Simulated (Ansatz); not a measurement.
Scan of the C1–H5 bond length

C3H6 (SMILES C1CC1), closed shell, at its PBE0-D4/def2-TZVP minimum:

C1  (-0.518, 0.019, -0.686)
C2  (0.732, 0.470, 0.004)
C3  (-0.185, -0.504, 0.676)
H4  (-1.333, 0.726, -0.774)
H5  (-0.420, -0.654, -1.528)
H6  (0.766, 1.483, 0.385)
H7  (1.680, 0.102, -0.369)
H8  (0.140, -1.534, 0.760)
H9  (-0.774, -0.153, 1.514)
(Å)

The bond length C1–H5 (1.083 Å at the minimum) is set to the values below, the two halves moving rigidly along the bond. Each method's energies count from its own value at the PBE0-D4 minimum structure. Computed with Ansatz 0.2.0 (basis: def2-TZVPP); correlated methods freeze the cores.

CCSD(T) energies along the scan:
| bond length (Å) | CCSD(T) (kcal/mol) |
| --- | --- |
| 0.888 | 22.55 |
| 0.934 | 11.84 |
| 1.000 | 3.14 |
| 1.079 | 0.00 |
| 1.165 | 2.40 |
| 1.258 | 9.07 |
| 1.357 | 18.66 |
| 1.461 | 29.93 |
| 1.570 | 41.94 |
They count from the CCSD(T) energy at the PBE0-D4 minimum.

Minimum and curvature along this coordinate at CCSD(T): A fifth-order fit through the nearest points gives 1.081 Å, with a curvature of about 35 eV/Å².

Q: Treat the two halves as rigid bodies and work out the harmonic wavenumber of this stretch from that curvature (ν̃ = 521.5 √(k/μ) cm⁻¹ with k in eV/Å² and μ in u).

A: The halves weigh 41.07 and 1.01 u, so μ = 41.07 × 1.01/42.08 = 0.986 u and ν̃ = 521.5 √(35/0.986) ≈ 3100 cm⁻¹. A true normal mode mixes in other motions, so this is a guide only.

Largest difference from the CCSD(T) curve over the scan: PBE-D4 3.04; r2SCAN-D4 0.34; wB97M-V 1.29; HF 6.01 kcal/mol. Each curve counts from its own value at the minimum.

T1 diagnostic: at most 0.011.

For scale, one of the runs: CCSD(T)/def2-TZVPP, 177 basis functions (an equivalent command: `ansatz run in.yaml --threads 2`). Hardware: 2 CPU threads, shared host. Wall time 13 s; peak host memory 1.9 GiB.
